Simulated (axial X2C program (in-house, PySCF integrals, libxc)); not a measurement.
**HCl⁺: cheaper levels and CCSD(T), 2c**

Computed with an in-house all-electron X2C program for linear molecules (integrals from PySCF). Two-component (2c) means X2C with spin–orbit coupling and atomic mean-field two-electron Coulomb and Gaunt terms. Basis: Cl dyall-av3z [9s8p3d2f], H dyall-v3z [6s2p1d] (cores contracted in-house); Gaussian nuclei, density fitting, unrestricted open shells. Masses: Cl 34.969 u, H 1.008 u.

State: Ω = 3/2 (⟨Sz⟩ = 0.50, ⟨Lz⟩ = 1.00 at HF); fragments Cl+ + H.

```tsv
level	Re (Å)	ωe (cm⁻¹)	De (eV)
PBE0	1.324	2654.2	4.73
HF	1.305	2813.4	3.43
MP2	1.315	2723.6	4.57
CCSD	1.317	2702.6	4.61
B97-3	1.324	2646.6	4.85
```

Correlated methods: 7 electrons correlated (number of frozen shells: Cl 2 s, 1 p; H none), 129 virtual spin orbitals or spinors in MP2, 77 natural virtuals in coupled cluster.

CCSD(T), same Hamiltonian and basis:

Re = 1.319 Å, ωe = 2681.9 cm⁻¹, De = 4.66 eV; T1 = 0.006 (Lee–Taylor normalisation).

Task: Give the differences from CCSD(T) in the columns below.

Result: 

```csv
level,ΔRe (Å),Δωe (cm⁻¹),ΔDe (eV)
PBE0,0.005,-28,0.07
HF,-0.014,132,-1.23
MP2,-0.004,42,-0.09
CCSD,-0.002,21,-0.05
B97-3,0.005,-35,0.19
```

Occupations by symmetry block were frozen at the best pattern of an incomplete PBE0 search. Dissociation energies refer to the lowest single-determinant-based atoms at the same level and basis. Density functionals use the spin component along the axis (collinear). CCSD and (T) use frozen natural virtuals with an MP2 correction for the truncation; (T) itself is uncorrected, so its De runs slightly low. The 2c atoms are single determinants rather than J levels; their spin–orbit lowering is only partly caught, and De is too large by that part. This holds for PBE0. The functionals have no current-density term, which raises determinants with orbital currents, atoms included.
